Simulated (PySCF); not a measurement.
**SO₂F₂: how level, basis and relativity move the structure**

Each row is its own optimisation.

Each entry is the lowest minimum that a search over a few typed start shapes (and spin states, where more than one is plausible) found, or that minimum re-optimised at the stated level; isomers with ligand–ligand bonds, or fragments after loss of a ligand pair, can lie lower. Open shells are unrestricted; no spin–orbit coupling; PySCF with density fitting.

| level | 2S+1 | point group | mean bond to S (Å) | distinct angles (°) | dipole (D) | gap (eV) | polar-tensor charge of S |
| --- | --- | --- | --- | --- | --- | --- | --- |
| PBE0/def2-SVP (no relativity) | 1 | C2v | 1.500 | 95/108/126 | 0.78 | 10.29 | 2.56 |
| B3LYP/def2-TZVP (no relativity) | 1 | C2v | 1.482 | 95/108/125 | 1.03 | 10.01 | 2.50 |
| PBE/def2-TZVP (no relativity) | 1 | C2v | 1.500 | 95/108/125 | 0.90 | 7.09 | 2.34 |
| PBE0/def2-TZVP (no relativity) | 1 | C2v | 1.472 | 96/108/125 | 1.14 | 11.02 | 2.52 |

Across these levels the mean bond spreads over 0.028 Å and the highest wavenumber over 87 cm⁻¹; all give the same point group.

Levels that gave another bonding pattern or an unsound solution are left out.
